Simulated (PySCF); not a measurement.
Molfile (atoms numbered from 1):
```
C4H10O2
     RDKit          3D

 16 15  0  0  0  0  0  0  0  0999 V2000
    2.7209   -0.1526   -0.1464 C   0  0  0  0  0  0  0  0  0  0  0  0
    1.5520   -0.7492    0.3412 O   0  0  0  0  0  0  0  0  0  0  0  0
    0.4735    0.1439    0.3917 C   0  0  0  0  0  0  0  0  0  0  0  0
   -0.7216   -0.6077    0.9462 C   0  0  0  0  0  0  0  0  0  0  0  0
   -1.8460    0.2150    1.1177 O   0  0  0  0  0  0  0  0  0  0  0  0
   -2.5561    0.4646   -0.0659 C   0  0  0  0  0  0  0  0  0  0  0  0
    3.5019   -0.9131   -0.1528 H   0  0  0  0  0  0  0  0  0  0  0  0
    3.0416    0.6834    0.4904 H   0  0  0  0  0  0  0  0  0  0  0  0
    2.5834    0.2257   -1.1691 H   0  0  0  0  0  0  0  0  0  0  0  0
    0.6995    1.0013    1.0435 H   0  0  0  0  0  0  0  0  0  0  0  0
    0.2593    0.5398   -0.6130 H   0  0  0  0  0  0  0  0  0  0  0  0
   -0.9544   -1.4608    0.2934 H   0  0  0  0  0  0  0  0  0  0  0  0
   -0.4619   -1.0020    1.9312 H   0  0  0  0  0  0  0  0  0  0  0  0
   -2.8358   -0.4724   -0.5669 H   0  0  0  0  0  0  0  0  0  0  0  0
   -1.9901    1.0811   -0.7755 H   0  0  0  0  0  0  0  0  0  0  0  0
   -3.4645    1.0011    0.2091 H   0  0  0  0  0  0  0  0  0  0  0  0
  1  2  1  0
  2  3  1  0
  3  4  1  0
  4  5  1  0
  5  6  1  0
  1  7  1  0
  1  8  1  0
  1  9  1  0
  3 10  1  0
  3 11  1  0
  4 12  1  0
  4 13  1  0
  6 14  1  0
  6 15  1  0
  6 16  1  0
M  END
```

PySCF 2.14.0 with density-fitted response routines calculation with PBE0-D3(BJ)/def2-TZVP structure and NMR shieldings at B97-2/pcSseg-2/GIAO; averaged over atoms made equivalent by symmetry, fast rotation or ring inversion, gas phase, single conformer, relativity neglected.

Referencing at the same level of theory: ¹³C, ¹H vs TMS; ¹⁷O vs H2O.

| atoms | nucleus | count | δ (ppm) |
| --- | --- | --- | --- |
| H10/H11/H12/H13 | ¹H | 4 | ? |
| C1/C6 | ¹³C | 2 | 62.1 |
| O2/O5 | ¹⁷O | 2 | 10.4 |
| C3/C4 | ¹³C | 2 | 74.4 |
| H7/H8/H9/H14/H15/H16 | ¹H | 6 | ? |

Fill in the missing shifts.

Answers


- H10/H11/H12/H13: 3.52 ppm, hydrogen on an sp3 CH2 bonded to O; its carbon carries O, an electronegative neighbour
- H7/H8/H9/H14/H15/H16: 3.40 ppm, hydrogen on a methyl carbon bonded to O; its carbon carries O, hence the downfield position

Shifts are as computed. Against solution values, carbons near 30 ppm lie about +3 ppm off and those near 130 ppm about +7 ppm. Of 1211 compounds with measured shifts, 218 miss one by over three times the rms of a fit or turn the order of signals round; such compounds aren't used in these exercises. Experimental scales use liquid or dissolved standards, which lie at an offset from isolated H2O (liquid H2O: subtract about 36 ppm).
